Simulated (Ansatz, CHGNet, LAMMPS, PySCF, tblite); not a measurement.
**Cohesive energy of rock-salt NaCl: levels of theory against measurement**

Reference value: 3.34 eV/atom (measured, static lattice: zero-point vibration energy added; as tabulated in Mejia-Rodriguez and Trickey (2018), arXiv:1807.09216).

```
level (code)            value (eV/atom)  cell (Å³/atom)  error (eV/atom)
----------------------  ---------------  --------------  ---------------
EIM (LAMMPS)                       3.31           22.32            -0.03
GFN2-xTB (tblite)                  3.56           21.47            +0.22
CHGNet-r²SCAN (CHGNet)             3.37           21.80            +0.03
LDA (Ansatz)                       3.49           20.39            +0.15
PBE (PySCF)                 3.08 ± 0.04           23.29            -0.26
r²SCAN (Ansatz)                    3.28           22.04            -0.06
PBE0 (Ansatz)                      3.12           22.53            -0.22
```

Leaving aside EIM, GFN2-xTB, CHGNet-r²SCAN, which can be fitted to such values or carry a doubt: Of these levels r²SCAN (-0.06 eV/atom) comes nearest. PBE (-0.26 eV/atom) lies farthest from it. Within 0.2 eV/atom: LDA, r²SCAN.

A ± on a computed value is a rough bar: the spread of its extrapolation, a floor set from checks against published values, or a statistical error. GFN2-xTB: the free atoms are run in the same model without spin. GFN2-xTB: the method was fitted mainly to molecules. GFN2-xTB: the run uses a supercell at the zone centre in place of a k mesh. CHGNet-r²SCAN: free atoms can lie outside what these potentials were trained on. Each level is taken at its own relaxed cell. Cutoffs and k meshes differ between the levels. Ansatz's density-functional and Hartree–Fock values are scalar-relativistic unless marked +SOC, with PAW data made under PBE.

Empirical potentials (EIM) are fitted to chosen data, which need not cover the solid at hand: agreement can be built in, and what lay outside the fit can be far off. Machine-learned potentials (CHGNet-r²SCAN) are trained on DFT data, which may include these solids.

Differences are worked out from the printed values.

Ansatz is a program for electronic structure.
